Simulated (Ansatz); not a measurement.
Species: HO$_{2}$, charge 0, doublet. HO2 (SMILES O[O], doublet).
B3LYP-D3(BJ)/def2-TZVP minimum from Ansatz (a first-principles code):
```xyz
3

O      0.0587     0.7153    -0.0516
O      0.0423    -0.6096    -0.0011
H     -0.8076    -0.8455     0.4215
```
Charge 0, spin multiplicity 2.

Total energies in aug-cc-pVDZ, 13 correlated electrons, 2 frozen orbitals. Radicals and triplets start from unrestricted determinants; spin-orbit coupling is neglected. Correlated methods leave the cores frozen. No relativity.

| method | program | energy (Eh) | minus CCSDT(Q) (mEh) |
|---|---|---|---|
| HF | Ansatz | -150.20239 | 400.39 |
| MP2 | Ansatz | -150.56849 | 34.29 |
| CCSD | Ansatz | -150.58859 | 14.19 |
| CCSD(T) | Ansatz | -150.60059 | 2.20 |
| CCSDT(Q) | Ansatz | -150.60278 | 0.00 |

Rough core times of Ansatz's runs on a shared machine: CCSD(T) under 20 s, CCSDT(Q) 3 min.
